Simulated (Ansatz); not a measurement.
**C₂H₂F₂O: one species, many methods**

The task here is to estimate one member of a computed series from the others.

The runs use Ansatz 0.2.0, Gaussian basis; functionals in def2-TZVPP, the program's frozen cores in correlated methods.

Plan: LDA (SPW92), PBE-D4, revPBE-D4, BLYP-D4, r2SCAN-D4, B97M-V, PBE0-D4, B3LYP-D4, r2SCANh-D4, r2SCAN0-D4, HSE06-D4, BHLYP-D4, CAM-B3LYP-D4, LC-ωPBE, ωB97X-V, ωB97M-V, B2PLYP, PBE-QIDH; CCSD(T)/def2-SVP; CCSD(T)/def2-TZVPP; CCSD(T)/def2-QZVPP; extrapolation to the limit.

## The relaxed structure

The geometry comes from an earlier relaxation with PBE0-D4 in a triple-zeta def2 set; it is a stationary point, not always the lowest conformer.

SMILES `FC1(F)CO1`, 7 atoms, charge 0, spin multiplicity 1.

Atoms are counted from 1 here; the program's logs count them from 0.

Bond lengths: F1–C2 1.331 Å, C2–F3 1.331 Å, C2–C4 1.442 Å, C2–O5 1.348 Å, C4–O5 1.467 Å, C4–H6 1.085 Å, C4–H7 1.085 Å. Angles: F1–C2–F3 108.4°, F1–C2–C4 122.3°, F1–C2–O5 116.8°, F3–C2–C4 122.3°, F3–C2–O5 116.8°, C4–C2–O5 63.3°, C2–C4–O5 55.2°, C2–C4–H6 119.6°, C2–C4–H7 119.6°, O5–C4–H6 114.3°, O5–C4–H7 114.3°, H6–C4–H7 117.6°, C2–O5–C4 61.4°.

Geometry (Å):

| atom | x (Å) | y (Å) | z (Å) |
| --- | --- | --- | --- |
| F1 | 0.26245 | -1.76484 | -0.09016 |
| C2 | -0.00235 | -0.54448 | 0.37058 |
| F3 | -0.77915 | -0.66043 | 1.44520 |
| C4 | -0.04157 | 0.61262 | -0.48835 |
| O5 | 1.03593 | 0.31062 | 0.45987 |
| H6 | -0.65460 | 1.46380 | -0.21168 |
| H7 | 0.24060 | 0.51461 | -1.53126 |

Set-up of the first run:

Input file in.yaml:

```yaml
crystal:
  periodic: [false, false, false]
  atoms:
    - {symbol: F, position_ang: [0.262452, -1.764837, -0.090158]}
    - {symbol: C, position_ang: [-0.002352, -0.544485, 0.370584]}
    - {symbol: F, position_ang: [-0.779152, -0.660425, 1.445203]}
    - {symbol: C, position_ang: [-0.041572, 0.612615, -0.488353]}
    - {symbol: O, position_ang: [1.035930, 0.310621, 0.459865]}
    - {symbol: H, position_ang: [-0.654604, 1.463803, -0.211684]}
    - {symbol: H, position_ang: [0.240597, 0.514607, -1.531258]}
basis:
  gaussian: {orbitals: def2-TZVPP}
hamiltonian: {xc: lda}
output: {orbitals: {seedname: orbitals}}
```

Started as:

```console
$ ansatz run in.yaml --threads 2 --pin off --events-out ev --progress --plain --max-ram 32768MiB --backend cpu
```

Among the steps run: LDA; PBE-D4 (GGA); revPBE-D4 (GGA); BLYP-D4 (GGA); r2SCAN-D4 (meta-GGA); B97M-V (meta-GGA); PBE0-D4 (hybrid); B3LYP-D4 (hybrid); r2SCANh-D4 (hybrid); r2SCAN0-D4 (hybrid); HSE06-D4 (hybrid); BHLYP-D4 (hybrid); CAM-B3LYP-D4 (range-separated); LC-ωPBE (range-separated); ωB97X-V (range-separated); ωB97M-V (range-separated); B2PLYP (double hybrid); PBE-QIDH (double hybrid).

One of the session's tables, all rows but one given; the rest of the session is left out.

It belongs to the step «Orbital energies across the functionals». 

```
  functional  HOMO (eV)  LUMO (eV)  gap (eV)
 LDA (SPW92)      -7.81      -0.24      7.57
      PBE-D4      -7.63       0.04      7.67
   revPBE-D4      -7.56       0.15      7.71
     BLYP-D4      -7.55       0.07      7.62
   r2SCAN-D4      -8.02       0.47      8.50
      B97M-V      -8.17       0.45      8.62
     PBE0-D4      -9.42       1.15     10.58
    B3LYP-D4      -9.15       0.78      9.94
  r2SCANh-D4      -8.69       0.87      9.56
  r2SCAN0-D4      -9.70       1.43     11.14
    HSE06-D4      -9.01       0.77      9.78
    BHLYP-D4     -11.08       2.11     13.19
CAM-B3LYP-D4          ?          ?         ?
     LC-ωPBE     -12.28       3.53     15.81
     ωB97X-V     -11.94       3.38     15.32
     ωB97M-V     -11.87       3.10     14.96
```

**Question.** Estimate the row for CAM-B3LYP-D4.

As computed: HOMO (eV): -10.94; LUMO (eV): 2.14; gap (eV): 13.08. In the column «HOMO (eV)» it lies between BHLYP-D4 (-11.08) and r2SCAN0-D4 (-9.70).
